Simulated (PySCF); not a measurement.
## Beryllium: a sound run and one with changed settings

Sound run: Be [He] 2s2, Be⁺ [He] 2s1. All numbers are calculated (PySCF 2.14, the non-relativistic Hamiltonian (point nucleus), in cc-pVTZ (4s3p2d1f, 30 functions)). In the sound run the correlated levels freeze 1s2. The sound run starts from symmetry-adapted Hartree-Fock orbitals and uses a fine grid where one is needed.

Changed run: initial guess atom, at most 50 SCF cycles.

```json
{"species": "Be", "method": "UHF", "sound run (hartree)": "-14.57287", "changed run (hartree)": "-14.57287", "converged": "yes"}
{"species": "Be", "method": "PBE0", "sound run (hartree)": "-14.63587", "changed run (hartree)": "-14.63587", "converged": "yes"}
{"species": "Be", "method": "CCSD(T)", "sound run (hartree)": "-14.61843", "changed run (hartree)": "-14.61843", "converged": "yes"}
{"species": "Be⁺", "method": "B3LYP", "sound run (hartree)": "-14.33765", "changed run (hartree)": "-14.33765", "converged": "yes"}
```

Here the plain start reaches the same solutions.
